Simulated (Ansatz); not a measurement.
`CCOCF` → `[CH2]F`• + `CC[O]`•  (homolysis of the C–O bond)

Program: Ansatz. Geometries: PBE0-D4/def2-TZVP. ΔE: electronic, gas phase. CCSD(T)/CBS is the MP2 limit (def2-TZVPP, def2-QZVPP) plus CCSD(T) − MP2 in def2-TZVPP, frozen cores. This one scheme is used for every species. DFT in def2-TZVPP. B3LYP here is the variant with VWN-RPA as its local correlation; programs differ in this. No spin–orbit coupling; open shells (•) take unrestricted orbitals. One conformer a species, not always the lowest.

Task: What is ΔE at CCSD(T)/CBS? (Estimate.)

Result: Ansatz gave: +425.8 kJ/mol.

Task: What do these levels give: ωB97M-V, PBE, B3LYP, r2SCANh, r2SCAN0, BHLYP, LC-ωPBE, RPA@PBE/def2-TZVPP, HF/def2-SVP, MP2/def2-QZVPP, SCS-MP2/def2-QZVPP, HF/CBS(def2)? (Best estimate.)

Result: Ansatz gave: ωB97M-V 413.9, PBE 393.5, B3LYP 378.4, r2SCANh 379.2, r2SCAN0 376.8, BHLYP 371.6, LC-ωPBE 396.8, RPA@PBE/def2-TZVPP 399.3, HF/def2-SVP 280.9, MP2/def2-QZVPP 459.6, SCS-MP2/def2-QZVPP 447.3, HF/CBS(def2) 266.2 kJ/mol.

Largest T1 diagnostic among the species: 0.018.

Leaving LDA and LC-ωPBE aside and taking each functional with its dispersion term where it has one, the values, not all of them listed here, spread over 36.4 kJ/mol, from BHLYP-D4 to PBE-QIDH. LDA lies +84.7 kJ/mol from PBE without D4, its usual overbinding. In def2-TZVPP, CCSD(T) changes the Hartree–Fock value by +147.7 kJ/mol (the triples alone add +12.4 kJ/mol) and MP2 by +186.4 kJ/mol; breaking electron pairs costs correlation energy, which Hartree–Fock lacks.
